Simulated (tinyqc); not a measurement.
Worked calculation: geometry optimisation on the RHF/sto-3g surface (energies and gradients from PySCF), for LiH, spin multiplicity 1. Computed by tinyqc, a small Python program that keeps every step (integrals from PySCF). Settings: charge = 0, multiplicity = 1, basis = sto-3g, optimiser = bfgs, first Hessian = 0.15, largest step = 0.3, iteration cap = 30. Command: `OMP_NUM_THREADS=1 python tinyqc.py 24222 24223 out.jsonl` (the two numbers bound the seeds that draw the settings). One thread of a shared host (Intel(R) Xeon(R) Processor @ 2.60GHz), about 0.2 s of CPU time with the checks.

## Step 1: energy and gradient

positions at the start (bohr):
```
            x         y         z
1Li  0.000000  0.000000  0.000000
2H   0.000000  0.000000  2.842148
```

Self-consistent energy and analytic gradient at these positions.

energy = -7.86337244 hartree

gradient (hartree/bohr):
```
              x           y            z
1Li  0.00000000  0.00000000   0.00151060
2H   0.00000000  0.00000000  -0.00151060
```

## Step 1: move

Quasi-Newton step p = -H^(-1) g (first H = 0.15 times the unit matrix); steps longer than 0.3 bohr are cut back.

positions after step 1 (bohr):
```
            x         y          z
1Li  0.000000  0.000000  -0.010071
2H   0.000000  0.000000   2.852219
```

## Step 2: energy and gradient

As before.

energy = -7.86337907 hartree

gradient (hartree/bohr):
```
              x           y            z
1Li  0.00000000  0.00000000  -0.00084018
2H   0.00000000  0.00000000   0.00084018
```

## Step 2: move

inverse Hessian in use (bohr^2/hartree), lower triangle:
```
          1         2         3         4         5         6
1  6.666667
2  0.000000  6.666667
3  0.000000  0.000000  5.475320
4  0.000000  0.000000  0.000000  6.666667
5  0.000000  0.000000  0.000000  0.000000  6.666667
6  0.000000  0.000000  1.191346  0.000000  0.000000  5.475320
```

Quasi-Newton step p = -H^(-1) g (the inverse Hessian comes from BFGS updates; coordinates in the order x, y, z of each atom); steps longer than 0.3 bohr are cut back.

positions after step 2 (bohr):
```
            x         y          z
1Li  0.000000  0.000000  -0.006471
2H   0.000000  0.000000   2.848619
```

## Convergence

Stop when the largest gradient component is below 3e-5 hartree/bohr. The inverse Hessian follows the BFGS update with s = step, y = change of gradient.

Course of the optimisation:
```
step  E (hartree)  largest gradient (hartree/bohr)
1     -7.86337244                         1.51e-03
2     -7.86337907                         8.40e-04
3     -7.86338213                         8.30e-06
```

Final distances (angstrom):
```
pair    distance
2H-1Li  1.510849
```

Converged in 3 steps.
